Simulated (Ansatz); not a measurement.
Ansatz (a quantum-chemistry and plane-wave program) input (RI-MP2/cc-pVQZ):
A basis named .json is the Basis Set Exchange file of that set.

Ansatz 0.2 input:
```yaml
crystal:
  periodic: [false, false, false]
  atoms:
    - {symbol: C, position_ang: [0.11024116, 0.06590209, 0.32628565]}
    - {symbol: C, position_ang: [-0.13743074, -0.05229680, 1.54461501]}
    - {symbol: C, position_ang: [0.03000625, -0.00054766, -1.11925553]}
    - {symbol: H, position_ang: [0.00605369, 0.99817219, -1.56053825]}
    - {symbol: H, position_ang: [0.86832098, -0.56246323, -1.53665800]}
    - {symbol: H, position_ang: [-0.89127470, -0.51405474, -1.41267451]}
basis:
  gaussian:
    orbitals: cc-pVQZ
    fitting: {mean_field: def2-universal-jkfit, correlation: cc-pVQZ-RIFIT.json}
magnetization: {spin_polarized: true, initial_magnetization: 1}
correlation: {method: mp2, electrons: outside_noble_gas}
```

End of the output:

```
integrals: 0.22 GiB planned
279 factors; integrals over basis functions are off by at most 3.9e0 eV
mean field: 0.57 GiB planned
mean field evaluation 1: about -3133.4794 eV, gradient 1.6e1 eV
mean field evaluation 2: about -3135.3136 eV, gradient 5.2e0 eV
mean field evaluation 4: about -3135.6658 eV, gradient 1.1e0 eV
mean field evaluation 8: about -3135.7218 eV, gradient 3.6e-2 eV
mean field evaluation 16: about -3135.7795 eV, gradient 1.2e-2 eV
mean field evaluation 32: about -3126.0951 eV, gradient 2.1e1 eV
mean field evaluation 64: about -3135.6846 eV, gradient 9.1e-1 eV
mean field -3135.77949500 eV, -115.2377709335 hartree, gradient 1.4e-6 eV, S^2 1.269141; 10 other end points of the search recorded, 0 dependent functions left out
3 core orbitals not correlated
561 factors; their error is unknown
reference -3135.77949500 eV, -115.2377709335 hartree; 8, 7 occupied and 244, 245 virtual orbitals, 561 factors
second order -11.82102581 eV of doubles, -0.00000000 eV of singles
Total energy: -3147.60052081 eV, -115.6721856196 hartree
```

It need not be the lowest isomer of its formula.

The determinant is spin-contaminated: <S^2> is 1.27 against 0.75 for a pure state.
